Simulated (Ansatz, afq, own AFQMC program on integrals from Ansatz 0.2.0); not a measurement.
## SiH3O, doublet in def2-TZVP, levels against CCSDT(Q)

```xyz
5

Si    0.2642   -0.5429    1.3768
O    -0.6498   -0.4056   -0.0253
H    -0.7193   -1.2005    2.2982
H     1.4613   -1.4161    1.1981
H     0.6743    0.7826    1.9268
```

Connectivity, by distances: SiH3–O.

Basis def2-TZVP. Only valence electrons are correlated. Integrals, coupled cluster, full CI and functionals: Ansatz 0.2.0; the random walks run on the same integrals in our own AFQMC program. The CISD trial takes its coefficients from CCSD amplitudes. Released means that phaseless walkers are propagated on without the constraint, phases kept. Error bars are statistical, one sigma.

Determinant: UHF, the one that the program's search chose, which needn't be the lowest solution. The geometry is a PBE0/def2-SVP stationary point of this or a neighbouring charge and spin state.

No full CI on the walks' own integrals is used here; CCSDT(Q) serves as the reference and is uncertain by about the last step of the cluster series.

The T1 diagnostic is 0.0202 and the weight of the determinant in the CISD state is 0.880. The ⟨S²⟩ of the determinant is 0.758. The size of the correlated space is 13 electrons in 80 orbitals.

Reference: CCSDT(Q), correlation energy -9.594 eV. The released energy is read at 1.50 1/Eh (meV from the phaseless value at times in 1/Eh: -1 ± 4 at 0.24, -8.8 ± 2.5 at 0.50, -7 ± 5 at 1.00, -6 ± 5 at 1.50).

| level | E − E(reference) (kJ/mol) | share of correlation (%) |
| --- | --- | --- |
| HF | 925.7 | 0.00 |
| MP2 | 125.3 | 86.47 |
| CCSD | 29.8 | 96.78 |
| CCSD(T) | 4.2 | 99.54 |
| CCSDT | 1.2 | 99.87 |
| ph-AFQMC/HF | 0.8 ± 1.8 | 99.91 |
| ph-AFQMC/CISD | 0.7 ± 0.4 | 99.92 |
| released AFQMC | 0.1 ± 0.5 | 99.98 |

Released energies are given only where the last usable release times agree within the noise; a slower fall can still hide under it.
